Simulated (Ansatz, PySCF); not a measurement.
Molecule: C$_{2}$H$_{2}$F, charge 0, multiplicity 2. It need not be the lowest isomer of its formula. 
Coordinates optimised at B3LYP-D3(BJ)/def2-TZVP (Ansatz, a quantum-chemistry and plane-wave program):
```xyz
5

C      0.0300     0.3889     0.0008
C      1.2398    -0.0873    -0.0066
F     -1.0719    -0.3912     0.0045
H     -0.2254     1.4461     0.0047
H      2.2534     0.2654    -0.0109
```
Charge 0, spin multiplicity 2.

Dipole moments at this geometry, in debye (magnitudes).

| level | program | dipole (D) |
|---|---|---|
| HF/def2-TZVPD | PySCF | 2.13 |
| SVWN5/def2-TZVPD | Ansatz | 1.86 |
| PBE/def2-TZVPD | PySCF | 1.78 |
| revPBE/def2-TZVPD | Ansatz | 1.75 |
| r2SCAN/def2-TZVPD | Ansatz | 1.82 |
| B97M-V/def2-TZVPD | Ansatz | 1.82 |
| B3LYP/def2-TZVPD | Ansatz | 1.91 |
| M06-2X/def2-TZVPD | PySCF | ___ |
| wB97X-V/def2-TZVPD | Ansatz | 1.95 |
| CCSD(T)/aug-cc-pVDZ | Ansatz | ___ |

### Question
Some entries are withheld; supply them.

### Answer

- M06-2X/def2-TZVPD, dipole (D): 1.96
- CCSD(T)/aug-cc-pVDZ, dipole (D): 1.94
